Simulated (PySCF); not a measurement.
CH, SMILES [CH] (connectivity only; charge and spin as stated), charge +1, multiplicity 1.

Coordinates come from a PBE0-D3(BJ)/def2-TZVPD optimisation.

These are PBE0-D3(BJ)/def2-TZVPD in PySCF values and carry that method's errors.

Harmonic, unscaled wavenumbers; measured fundamentals usually lie a few per cent lower.

| mode | ν (cm⁻¹) | IR (km/mol) | Raman (Å⁴/amu) | depolarisation | moving atoms (share of kinetic energy) |
|---|---|---|---|---|---|
| 1 | 2805 | 0.9 | 62.6 | 0.32 | H 92 % |
